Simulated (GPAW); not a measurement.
**A workflow on PH3S (phosphinothious acid)**

Aim: a geometry optimisation (optPBE-vdW/plane waves), then the harmonic vibrations (optPBE-vdW/plane waves) of PH3S (phosphinothious acid). Input form: an ASE script.

The calculation is run with GPAW 26.7.0.

3 further runs of the same task are left out: 3 set aside as unsound or not needed.

### Step 1. The molecule

PH3S: 5 atoms, total charge 0, spin state singlet. As SMILES, `PS`. Geometry: relaxed at GFN2-xTB. This is one conformer, not always the lowest. The run starts from this shape.

Bond lengths: P1–S2 2.089 Å, P1–H3 1.396 Å, P1–H4 1.396 Å, S2–H5 1.331 Å. Angles: P1–S2–H5 95.2°, S2–P1–H3 95.9°, S2–P1–H4 95.9°, H3–P1–H4 92.0°.

### Step 2. A structure relaxation at optPBE-vdW/plane waves (scalar-relativistic datasets, plane-wave cutoff 400 eV) (run 1)

mol_relax.py reads:

```python
from ase import Atoms
from ase.io import write
from ase.optimize import FIRE2
from gpaw import GPAW, PW

# Geometry
mol = Atoms(['P', 'S', 'H', 'H', 'H'],
    positions=[[ -0.491890,  -0.474610,   0.436120],
               [  0.767680,   0.938370,  -0.446980],
               [  0.270100,  -1.588430,   0.080650],
               [ -1.328280,  -0.633800,  -0.670440],
               [  0.782390,   1.758470,   0.600650]])
mol.set_cell([13.0, 13.0, 13.0])
mol.center()

# Ground state
calc = GPAW(mode=PW(400),
            xc={'name': 'optPBE-vdW', 'backend': 'libvdwxc'},
            occupations={'name': 'fermi-dirac', 'width': 0.02},
            maxiter=120,
            txt='mol.txt')
mol.calc = calc

opt = FIRE2(mol, trajectory='mol.traj')
converged = opt.run(fmax=0.05, steps=100)
print('Converged:', converged)
print(f'Final energy = {mol.get_potential_energy():.5f} eV')
print(f'r(H3-P0)                {mol.get_distance(3, 0):.4f} Ang')
print(f'r(H2-P0): {mol.get_distance(2, 0):.4f} Ang')
write('relaxed.xyz', mol)
```

Run with:

```console
$ python mol_relax.py > mol_relax.log
```

The log of the run:

```text
Step     Time          Energy          fmax
FIRE2:    0 hh:mm:ss      -36.333119        1.082720
FIRE2:    1 hh:mm:ss      -36.364981        0.745558
FIRE2:    2 hh:mm:ss      -36.388163        0.387642
FIRE2:    3 hh:mm:ss      -36.389055        0.588328
FIRE2:    4 hh:mm:ss      -36.391780        0.445785
FIRE2:    5 hh:mm:ss      -36.393483        0.377446
FIRE2:    6 hh:mm:ss      -36.395363        0.284533
FIRE2:    7 hh:mm:ss      -36.396962        0.180756
FIRE2:    8 hh:mm:ss      -36.398136        0.148589
FIRE2:    9 hh:mm:ss      -36.399116        0.149003
FIRE2:   10 hh:mm:ss      -36.400127        0.132277
FIRE2:   11 hh:mm:ss      -36.401128        0.104291
FIRE2:   12 hh:mm:ss      -36.401940        0.082668
FIRE2:   13 hh:mm:ss      -36.402478        0.075856
FIRE2:   14 hh:mm:ss      -36.402816        0.052505
FIRE2:   15 hh:mm:ss      -36.403002        0.027239
Converged: True
Final energy = -36.40300 eV
r(H3-P0)                1.4335 Ang
r(H2-P0): 1.4337 Ang
```

mol.txt, shortened:

```text
[...]
  mode=PW(ecut=400.0),
[...]
Converged in 11 steps
[...]
dipole moment: (-0.058776, -0.052909, 0.060539)  # |e|*Ang
[...]
Converged in 6 steps
[...]
dipole moment: (-0.071370, -0.064491, 0.072739)  # |e|*Ang
[...]
|iter     |     time |      energy | eigst |  dens |
[...]
|iter:   1| 00:05:45 |  -36.403037c| -4.25 |       |
[...]
|iter:   6| 00:06:02 |  -36.403002c| -7.95c| -4.50c|
Converged in 6 steps
[...]
Energy contributions relative to reference atoms: (reference = -20198.004043)
Energy contributions:
  Kinetic:          21.550345
  Coulomb:         -24.295886
  Zero:             -0.089110
  External:          0.000000
  Xc:              -33.568351
  Entropy:          -0.000000
  Spinorbit:         0.000000
  ----------------------------
  Free energy:     -36.403002
  Extrapolated:    -36.403002
dipole moment: (-0.071803, -0.065313, 0.071977)  # |e|*Ang
Fermi level: -4.385
Eigenvalues  # (at kpt = [0.000, 0.000, 0.000])
| band index |      eig [eV] | occ [0-2] |
|------------|---------------|-----------|
|          0 |       -18.666 |     2.000 |
|          1 |       -15.190 |     2.000 |
|          2 |       -10.071 |     2.000 |
[... 7 lines of this table left out ...]
|         10 |        -0.458 |     0.000 |
Gap: 4.507 eV
Transition (v -> c):
[...]
Forces  # eV/Ang
|        x |        y |        z |
|----------|----------|----------|
|  0.00945 | -0.00580 | -0.02488 |  # P    0
| -0.00286 | -0.00750 | -0.00320 |  # S    1
| -0.02390 |  0.00642 | -0.00091 |  # H    2
|  0.01243 | -0.01271 |  0.01588 |  # H    3
|  0.00418 |  0.01926 |  0.01302 |  # H    4
Force computation time: 0.601  # s
timing:  # [seconds]
  Total:  362.617  # ━━━━━━━━━━━━━━━━━━━━━━━━━━━━━━━━━━━━━━━━━━━━━━━━━━━━━━━━
  Init:     4.186  # ╸
  SCF:    302.994  # ━━━━━━━━━━━━━━━━━━━━━━━━━━━━━━━━━━━━━━━━━━━━━━━
  Forces:   9.819  # ━╸
  Move:    45.074  # ━━━━━━━
```

Wall time 6.1 min (1 thread of Arm Neoverse V1, shared host); peak memory 0.89 GiB.

Steps, from the record of the run:

| step | energy from the first frame kept (eV) | largest force (eV/Å) |
| --- | --- | --- |
| 0 | 0.0000 | 1.0827 |
| 1 | -0.0319 | 0.7456 |
| 2 | -0.0550 | 0.3876 |
| 3 | -0.0559 | 0.5883 |
| 4 | -0.0587 | 0.4458 |
| 5 | -0.0604 | 0.3774 |
| 6 | -0.0622 | 0.2845 |
| 7 | -0.0638 | 0.1808 |
| 8 | -0.0650 | 0.1486 |
| 9 | -0.0660 | 0.1490 |
| 10 | -0.0670 | 0.1323 |
| 11 | -0.0680 | 0.1043 |
| 12 | -0.0688 | 0.0827 |
| 13 | -0.0694 | 0.0759 |
| 14 | -0.0697 | 0.0525 |
| 15 | -0.0699 | 0.0272 |

After the run. Bond lengths: P1–S2 2.155 Å, P1–H3 1.434 Å, P1–H4 1.434 Å, S2–H5 1.353 Å. Angles: P1–S2–H5 93.9°, S2–P1–H3 96.7°, S2–P1–H4 96.6°, H3–P1–H4 92.5°.

### Step 3. The harmonic vibrations at optPBE-vdW/plane waves (scalar-relativistic datasets, plane-wave cutoff 400 eV, shape nonlinear) (run 2)

relaxed.xyz reads:

```xyz
5
Lattice="13.0 0.0 0.0 0.0 13.0 0.0 0.0 0.0 13.0" Properties=species:S:1:pos:R:3:magmoms:R:1:forces:R:3 free_energy=-36.403002316142725 energy=-36.403002316142725 dipole="-0.07180307983849367 -0.0653128645149443 0.07197671832445558" magmom=0.0 pbc="F F F"
P        6.27391197       5.93164494       6.97579054       0.00000000       0.00944833      -0.00579579      -0.02488169
S        7.57253279       7.39398913       6.07031125       0.00000000      -0.00286226      -0.00750249      -0.00319919
H        7.04971799       4.77808935       6.62530587       0.00000000      -0.02390137       0.00641724      -0.00090812
H        5.40168881       5.76481778       5.85041956       0.00000000       0.01243116      -0.01270539       0.01587808
H        7.56668824       8.20631594       7.15267263       0.00000000       0.00417956       0.01925563       0.01301565
```

molecule_vib.py reads:

```python
from ase.io import read
from ase.thermochemistry import IdealGasThermo
from ase.vibrations import Vibrations
from gpaw import GPAW, PW

# Set up the molecule
atoms = read('relaxed.xyz')

# GPAW settings
calc = GPAW(mode=PW(400),
            xc={'name': 'optPBE-vdW', 'backend': 'libvdwxc'},
            occupations={'name': 'fermi-dirac', 'width': 0.02},
            convergence={'density': 1e-05},
            maxiter=120,
            symmetry='off',
            txt='molecule.txt')
atoms.calc = calc

energy = atoms.get_potential_energy()
vib = Vibrations(atoms, delta=0.01)
vib.run()
vib.summary()
freqs = vib.get_frequencies()
zpe = vib.get_zero_point_energy()

thermo = IdealGasThermo(vib_energies=vib.get_energies(), potentialenergy=energy, atoms=atoms, geometry='nonlinear',
                        symmetrynumber=1, spin=0.0, ignore_imag_modes=True)
H = thermo.get_enthalpy(298.15, verbose=False)
S = thermo.get_entropy(298.15, 100000.0, verbose=False)
G = thermo.get_gibbs_energy(temperature=298.15, pressure=100000.0)
```

Run with:

```console
$ python3 -u molecule_vib.py | tee molecule_vib.out
```

The log of the run:

```text
---------------------
  #    meV     cm^-1
---------------------
  0    2.1i     17.3i
  1    2.0i     16.5i
  2    0.6i      5.2i
  3    1.2       9.6
  4    1.3      10.6
  5    4.9      39.1
  6   23.5     189.4
  7   56.6     456.3
  8   89.1     718.8
  9   99.0     798.8
 10  112.9     910.3
 11  137.2    1106.6
 12  283.5    2286.9
 13  284.2    2292.5
 14  321.5    2593.3
---------------------
Zero-point energy: 0.707 eV
Enthalpy components at T = 298.15 K:
===============================
Enthalpy components at T = 298.15 K:
===============================
E_pot                -36.403 eV
E_ZPE                  0.704 eV
Cv_trans (0->T)        0.039 eV
Cv_rot (0->T)          0.039 eV
Cv_vib (0->T)          0.030 eV
-------------------------------
U                    -35.592 eV
===============================
(C_v -> C_p)           0.026 eV
-------------------------------
H                    -35.567 eV
===============================

Entropy components at T = 298.15 K and P = 100000.0 Pa:
=================================================
{"":15s}{"S":13s}     {"T*S:13s}
S_trans (1 bar)    0.0016699 eV/K        0.498 eV
S_rot              0.0009563 eV/K        0.285 eV
S_elec             0.0000000 eV/K        0.000 eV
S_vib              0.0001604 eV/K        0.048 eV
S (1 bar -> P)    -0.0000000 eV/K       -0.000 eV
-------------------------------------------------
S                  0.0027866 eV/K        0.831 eV
=================================================

Free energy components at T = 298.15 K and P = 100000.0 Pa:
=======================
    H        -35.567 eV
 -T*S         -0.831 eV
-----------------------
    G        -36.397 eV
=======================
```

molecule.txt, shortened:

```text
[...]
  mode=PW(ecut=400.0),
[...]
Converged in 12 steps
[...]
dipole moment: (-0.071622, -0.065135, 0.072162)  # |e|*Ang
[...]
Converged in 9 steps
[...]
dipole moment: (-0.071939, -0.064907, 0.072165)  # |e|*Ang
[...]
|iter     |     time |      energy | eigst |  dens |
[...]
|iter:   1| 00:14:06 |  -36.404908c| -3.16 |       |
[...]
|iter:   9| 00:14:30 |  -36.402334c| -8.76c| -5.31c|
Converged in 9 steps
[...]
Energy contributions relative to reference atoms: (reference = -20198.004043)
Energy contributions:
  Kinetic:          21.259488
  Coulomb:         -24.070277
  Zero:             -0.088406
  External:          0.000000
  Xc:              -33.503138
  Entropy:          -0.000000
  Spinorbit:         0.000000
  ----------------------------
  Free energy:     -36.402334
  Extrapolated:    -36.402334
dipole moment: (-0.071325, -0.065385, 0.072149)  # |e|*Ang
Fermi level: -4.550
Eigenvalues  # (at kpt = [0.000, 0.000, 0.000])
| band index |      eig [eV] | occ [0-2] |
|------------|---------------|-----------|
|          0 |       -18.650 |     2.000 |
|          1 |       -15.178 |     2.000 |
|          2 |       -10.053 |     2.000 |
[... 7 lines of this table left out ...]
|         10 |        -0.477 |     0.000 |
Gap: 4.507 eV
Transition (v -> c):
[...]
Forces  # eV/Ang
|        x |        y |        z |
|----------|----------|----------|
|  0.00985 | -0.01147 | -0.03064 |  # P    0
| -0.00913 |  0.10642 |  0.16099 |  # S    1
| -0.02523 |  0.00413 | -0.00056 |  # H    2
|  0.01179 | -0.01324 |  0.01578 |  # H    3
|  0.01224 | -0.08593 | -0.14568 |  # H    4
Force computation time: 0.679  # s
timing:  # [seconds]
  Total:  870.979  # ━━━━━━━━━━━━━━━━━━━━━━━━━━━━━━━━━━━━━━━━━━━━━━━━━━━━━━━━
  Init:     4.208  # ╸
  SCF:    755.288  # ━━━━━━━━━━━━━━━━━━━━━━━━━━━━━━━━━━━━━━━━━━━━━━━━╸
  Forces:  22.231  # ━╸
  Move:    88.297  # ━━━━━╸
```

Wall time 15 min (1 thread of Arm Neoverse V1, shared host); peak memory 0.93 GiB.

### Step 4. What came out

| quantity | value |
| --- | --- |
| run 1, optPBE-vdW/plane waves: energy as printed (from the program's reference atoms) | -36.4030 eV |
| run 1, optPBE-vdW/plane waves: dipole moment | 0.58 D |
| run 1, optPBE-vdW/plane waves: HOMO energy (shifted to the vacuum level, unlike the log) | -6.36 eV |
| run 1, optPBE-vdW/plane waves: LUMO energy (shifted to the vacuum level, unlike the log) | -1.86 eV |
| run 1, optPBE-vdW/plane waves: HOMO–LUMO gap | 4.51 eV |
| run 2, optPBE-vdW/plane waves: lowest harmonic wavenumber | 189 cm⁻¹ |
| run 2, optPBE-vdW/plane waves: highest harmonic wavenumber | 2593 cm⁻¹ |
| run 2, optPBE-vdW/plane waves: zero-point energy | 67.9 kJ/mol |
| run 2, optPBE-vdW/plane waves: ideal-gas entropy at 298.15 K and 100000 Pa (symmetry number 1 as used) | 64.3 cal/(mol K) |

The optimisation (run 1, optPBE-vdW/plane waves) took 15 steps and changed the energy by -0.070 eV. All 9 modes (run 2, optPBE-vdW/plane waves) are real, so the shape is a minimum at this level.
